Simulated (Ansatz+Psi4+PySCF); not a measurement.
Values are calculated unless marked as measured or tabulated.
A run of Psi4 1.11 on doublet H2NO at this shape:

| atom | x (Å) | y (Å) | z (Å) |
| --- | --- | --- | --- |
| N | 0.0000 | 0.0000 | 0.0000 |
| H | 0.1273 | -0.3931 | 0.9255 |
| H | -0.9192 | 0.3438 | -0.2532 |
| O | 0.9747 | 0.0607 | -0.8275 |

Its results:

```
Converged                       : yes
Total energy                    : -130.43816 hartree
Spin squared of the determinant : 0.750
```

Which input gives this output? Name the method, the orbitals and the basis set, and write the input.

ROHF in cc-pVTZ.

```
molecule {
0 2
N 0.000000 0.000000 0.000000
H 0.127300 -0.393100 0.925500
H -0.919200 0.343800 -0.253200
O 0.974700 0.060700 -0.827500
}

set basis cc-pVTZ
set reference rohf
set scf_type pk
energy('scf')
```
